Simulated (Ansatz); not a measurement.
Geometry optimisation, RKS BLYP/6-31G* in Ansatz 0.2.0.

Input file:

```yaml
crystal:
  periodic: [false, false, false]
  atoms:
    - { symbol: C, position_ang: [-0.90061, 1.38578, 0.25884] }
    - { symbol: "N", position_ang: [-0.39216, 0.15294, -0.30831] }
    - { symbol: C, position_ang: [0.59544, -0.52358, 0.1941] }
    - { symbol: "N", position_ang: [1.06979, -1.63974, -0.3015] }
    - { symbol: H, position_ang: [-1.72301, 1.74931, -0.34987] }
    - { symbol: H, position_ang: [-1.26301, 1.22294, 1.274] }
    - { symbol: H, position_ang: [-0.12207, 2.1484, 0.28497] }
    - { symbol: H, position_ang: [-0.85081, -0.18413, -1.14894] }
    - { symbol: H, position_ang: [1.06036, -0.1319, 1.09477] }
    - { symbol: H, position_ang: [1.84157, -2.11868, 0.13882] }
    - { symbol: H, position_ang: [0.68451, -2.06133, -1.13686] }
total_charge: 1
basis:
  gaussian: { orbitals: "6-31G*" }
hamiltonian:
  xc: blyp
relax:
  f_tol: 0.015
  max_steps: 40
```

Launched with:

```bash
$ ansatz run input.yaml --threads 1 --pin off --max-ram 2048MiB --backend cpu --events-out ev --progress --plain --runs-dir out
```

Problem. Where does it end, and by what steps?

Solution. It converged. Limits of this set-up: the dipole of an ion depends on the origin. After 5 steps the energy has fallen by 0.080 eV; H11 moved furthest, 0.07 Å.

| step | energy less start (eV) | largest force component (eV/Å) | accepted |
| --- | --- | --- | --- |
| 0 | 0.0000 | 0.793 | yes |
| 1 | -0.0694 | 0.470 | yes |
| 2 | -0.0790 | 0.155 | yes |
| 3 | -0.0793 | 0.073 | yes |
| 4 | -0.0795 | 0.072 | yes |
| 5 | -0.0797 | 0.005 | yes |

```xyz
11
Properties=species:S:1:pos:R:3
C -0.918 1.427 0.278
N -0.405 0.159 -0.318
C 0.600 -0.537 0.186
N 1.088 -1.672 -0.311
H -1.745 1.780 -0.350
H -1.291 1.244 1.296
H -0.124 2.188 0.290
H -0.870 -0.180 -1.165
H 1.075 -0.149 1.092
H 1.870 -2.138 0.152
H 0.719 -2.122 -1.152
```

Whether the end is a true minimum wasn't checked by a vibrational analysis.

Run time: 13 s on 1 thread of Intel(R) Xeon(R) Platinum 8488C (Sapphire Rapids), with other jobs on the host, peak memory 0.17 GiB.
